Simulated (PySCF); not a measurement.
Two structures of AlH3SO, closed shell, reached by relaxing down either side of one saddle point (PBE0-D4/def2-TZVP). Energies are electronic, without zero-point energy. Computed with PySCF 2.14 with density fitting (its default auxiliary sets; JK sets also for MP2 and CCSD(T)) (basis: def2-TZVPP and def2-QZVPP); correlated methods freeze the cores. Extrapolation: Hartree–Fock as exp(−7.88 √X), correlation as X^−2.97. First:

Al1  (0.138, 0.057, 0.170)
H2  (1.654, 0.252, 0.564)
S3  (-0.473, -0.362, -1.875)
H4  (0.801, -0.337, -2.305)
O5  (-1.123, 0.159, 1.291)
H6  (-1.000, 0.331, 2.222)
(Å)

Second:

```xyz
6
angstrom
Al -0.8602 -0.1229 -0.4779
H 1.7735 0.1391 0.2556
S -0.7805 -0.4182 -2.4576
H 1.6446 0.0299 -0.4788
O -1.1323 0.1013 1.1509
H -0.5494 0.3049 1.8774
```

(1) Which bonds change from the first to the second?

(2) Give the saddle point's structure and its height above each. (An estimate is asked for; the value comes from the calculation.)

No T1 diagnostic of these runs exceeds 0.018. The end structure is not quite a true minimum (one mode of 42i cm⁻¹).

## Answers

(1) AlH₃SO ([OH][AlH][SH]) → AlHSO ([OH][Al][S]) + H₂; bonds formed: H2–H4; bonds broken: Al1–H2, S3–H4.

(2) By the calculation: 187.4 kJ/mol above the first and 58.9 kJ/mol above the second (CCSD(T) at an estimated basis limit (MP2 extrapolated from triple and quadruple zeta, plus CCSD(T) − MP2 in triple zeta)).
Al1  (-0.401, -0.050, -0.142)
H2  (1.387, 0.055, -0.197)
S3  (-0.446, -0.400, -2.161)
H4  (1.062, -0.119, -1.093)
O5  (-1.035, 0.173, 1.389)
H6  (-0.567, 0.341, 2.204)
(Å)

Labels in which every atom is bracketed show which atoms are joined, not bond orders.

For scale, one of the runs: CCSD(T)/def2-TZVPP, 157 basis functions, launched by `OMP_NUM_THREADS=4 python run.py`. Hardware: 4 CPU threads of an Arm Neoverse V2, shared host. Wall time 90 s; peak host memory 0.99 GiB.
